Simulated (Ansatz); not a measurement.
Computed with frozen-core CCSD(T)/cc-pVTZ // CAM-B3LYP-D3(BJ)/def2-TZVP (Ansatz, a quantum-chemistry and plane-wave program).

Ansatz 0.2 input:
```yaml
crystal:
  periodic: [false, false, false]
  atoms:
    - { symbol: C, position_ang: [1.592494, -0.174662, 0.28325] }
    - { symbol: C, position_ang: [0.579841, 0.825751, -0.17221] }
    - { symbol: C, position_ang: [-0.72737, 0.651736, -0.306454] }
    - { symbol: C, position_ang: [-1.516291, -0.588504, -0.036005] }
    - { symbol: H, position_ang: [2.114749, 0.183858, 1.17328] }
    - { symbol: H, position_ang: [2.353414, -0.329593, -0.485149] }
    - { symbol: H, position_ang: [1.15551, -1.142245, 0.519927] }
    - { symbol: H, position_ang: [0.97904, 1.805022, -0.417946] }
    - { symbol: H, position_ang: [-1.30909, 1.500426, -0.652925] }
    - { symbol: H, position_ang: [-2.041777, -0.91468, -0.936513] }
    - { symbol: H, position_ang: [-2.28044, -0.401226, 0.721916] }
    - { symbol: H, position_ang: [-0.900081, -1.415883, 0.308832] }
basis:
  gaussian: { orbitals: cc-pVTZ }
correlation:
  method: ccsd_t
```

Output:

```
Functional definition: HF
1297 factors; integrals over basis functions are off by at most 1.4e-3 eV
mean field evaluation 1: about -4246.2680 eV, gradient 3.4e1 eV
mean field evaluation 2: about -4246.2673 eV, gradient 3.4e1 eV
mean field evaluation 4: about -4249.4355 eV, gradient 3.4e0 eV
mean field evaluation 8: about -4249.4777 eV, gradient 1.3e-1 eV
mean field evaluation 16: about -4249.4812 eV, gradient 4.0e-1 eV
mean field -4249.47780914 eV, -156.1654290864 hartree, gradient 4.0e-6 eV, S^2 0.000000; 0 other end points of the search recorded, 0 dependent functions left out
4 core orbitals not correlated
reference -4249.47780914 eV, -156.1654290864 hartree; 12, 12 occupied and 216, 216 virtual orbitals, 1297 factors
second order -18.62440194 eV of doubles, -0.00000000 eV of singles
cycle   1  -19.25853063 eV  change   -6.3e-1 eV  update   8.5e-2
cycle   2  -19.73117243 eV  change   -4.7e-1 eV  update   2.6e-2
cycle   3  -19.80893940 eV  change   -7.8e-2 eV  update   1.1e-2
cycle   4  -19.80665001 eV  change    2.3e-3 eV  update   2.8e-3
cycle   5  -19.80741751 eV  change   -7.7e-4 eV  update   9.1e-4
cycle   6  -19.80748374 eV  change   -6.6e-5 eV  update   2.3e-4
cycle   7  -19.80744942 eV  change    3.4e-5 eV  update   5.4e-5
cycle   8  -19.80746170 eV  change   -1.2e-5 eV  update   1.6e-5
perturbative correction -0.81824363 eV, -0.0300698988 hartree
Total energy: -4270.10351447 eV, -156.9234097767 hartree
```

Cost: roughly 80 core-seconds.
